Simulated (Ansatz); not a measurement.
**Heat of formation of CHNS (isothiocyanic acid) from total energies**

The species is CHNS (4 atoms), meant as a singlet with charge 0. As SMILES, `N=C=S`. Geometry: relaxed at PBE0-D4/def2-TZVP.

```jsonl
{"atom": "N", "x (Å)": "-0.2501", "y (Å)": "0.6347", "z (Å)": "-0.4753"}
{"atom": "C", "x (Å)": "0.3063", "y (Å)": "-0.2062", "z (Å)": "0.1707"}
{"atom": "S", "x (Å)": "1.1629", "y (Å)": "-1.2372", "z (Å)": "0.9753"}
{"atom": "H", "x (Å)": "-1.2191", "y (Å)": "0.8087", "z (Å)": "-0.6707"}
```

Total energies at PBE0/def2-TZVP (Ansatz 0.2.0); the atoms run unrestricted:

| species | state | energy (Eh) |
| --- | --- | --- |
| CHNS | singlet | -491.439072 |
| N | quartet | -54.543820 |
| C | triplet | -37.805374 |
| S | triplet | -397.973710 |
| H | doublet | -0.501036 |

Harmonic wavenumbers at PBE0-D4/def2-TZVP, in cm⁻¹: 464, 502, 634, 901, 2082, 3713.

Measured heats of formation of the gaseous atoms at 298.15 K, in kJ/mol: N 472.4, C 716.9, S 277.0, H 218.0. Spin-orbit lowering of the atoms at 298 K (mean of the ground term's levels less their thermal mean, from spectra), in kJ/mol: C 0.02, S 1.88. Take 1 Eh = 2625.50 kJ/mol, 1 cm⁻¹ = 0.0119627 kJ/mol, RT = 2.479 kJ/mol.

Task: Work out the heat of formation of the gas at 298 K.

Result: 
1. Electronic atomisation energy: (-54.543820) + (-37.805374) + (-397.973710) + (-0.501036) − (-491.439072) = 0.615132 Eh = 1615.0 kJ/mol.
2. Zero-point energy: half the sum of the wavenumbers, 4148 cm⁻¹ = 49.6 kJ/mol.
3. Thermal vibrational enthalpy, Σ hcν̃/(exp(hcν̃/kT) − 1): 1.8 kJ/mol. Translation, rotation and pV of a non-linear molecule: 4 RT = 9.9 kJ/mol.
4. The 4 free atoms carry 5/2 RT each: 24.8 kJ/mol.
5. Spin-orbit coupling lowers the free atoms by 0.02 + 1.88 = 1.9 kJ/mol.
6. Atomisation enthalpy at 298 K: 1615.0 − 1.9 − 49.6 − 1.8 − 9.9 + 24.8 = 1576.6 kJ/mol.
7. Sum of the atoms' heats of formation: 1684.3 kJ/mol. Heat of formation: 1684.3 − 1576.6 = +107.7 kJ/mol.

The tabulated value is +127.6 kJ/mol (CRC Handbook of Chemistry and Physics), so this level is off by -19.9 kJ/mol, or 1.3 % of the atomisation enthalpy that the table implies (1556.7 kJ/mol). Anharmonicity and any spin-orbit splitting of the molecule are left out.
